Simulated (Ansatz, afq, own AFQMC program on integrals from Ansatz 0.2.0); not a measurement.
**GeH₃S, doublet in def2-TZVP, levels against CCSDT(Q)**

```yaml
atoms:
  - { symbol: Ge, position_ang: [0.2959, -0.6553, 0.1106] }
  - { symbol: S, position_ang: [1.6425, -0.2032, 1.8292] }
  - { symbol: H, position_ang: [1.2023, -0.5019, -1.1346] }
  - { symbol: H, position_ang: [-0.2267, -2.1139, 0.2250] }
  - { symbol: H, position_ang: [0.7843, -0.6634, 2.7657] }
```

Connectivity, by distances: GeH2–SH.

Basis def2-TZVP. Only valence electrons are correlated. Ansatz 0.2.0 and our own AFQMC program on the same integrals; the CISD trial comes from CCSD amplitudes, and released means the phaseless constraint is let go. ± is one standard error of the sampling. No spin–orbit coupling.

Determinant: UHF, the one that the program's search chose, which needn't be the lowest solution. The geometry is a PBE0/def2-SVP stationary point of this or a neighbouring charge and spin state.

No full CI on the walks' own integrals is used here; CCSDT(Q) serves as the reference and is uncertain by about the last step of the cluster series.

Cautions: no relativity below Rb; no spin-orbit coupling; inner d shell frozen; the ph-AFQMC/CISD walk drifts between its halves (2.1 errors).

The T1 diagnostic is 0.0160. The weight of the determinant in the CISD state is 0.853, the ⟨S²⟩ of the determinant is 0.758 and the size of the correlated space is 13 electrons in 84 orbitals.

| level | correlation energy (eV) |
| --- | --- |
| MP2 | -7.3564 |
| CCSD | -8.4071 |
| CCSD(T) | -8.7507 |

**Question.** Estimate where phaseless AFQMC with the Hartree–Fock trial lies against CCSD(T) on the same integrals.

**Answer.** 3.67 ± 1.00 mEh below CCSD(T).

Reference: CCSDT(Q), correlation energy -8.803 eV. The released energy is read at 2.40 1/Eh (meV from the phaseless value at times in 1/Eh: 1 ± 4 at 0.24, -2 ± 5 at 0.51, -11 ± 5 at 0.99, -13 ± 7 at 1.62, -15 ± 7 at 2.40).

| level | E − E(reference) (mEh) | share of correlation (%) |
| --- | --- | --- |
| CCSD(T) | 1.93 | 99.40 |
| CCSDT | 0.67 | 99.79 |
| ph-AFQMC/HF | -1.74 ± 1.00 | 100.54 |
| ph-AFQMC/CISD | 0.25 ± 0.21 | 99.92 |
| released AFQMC | -0.32 ± 0.28 | 100.10 |

Released energies are given only where the last usable release times agree within the noise; a slower fall can still hide under it.
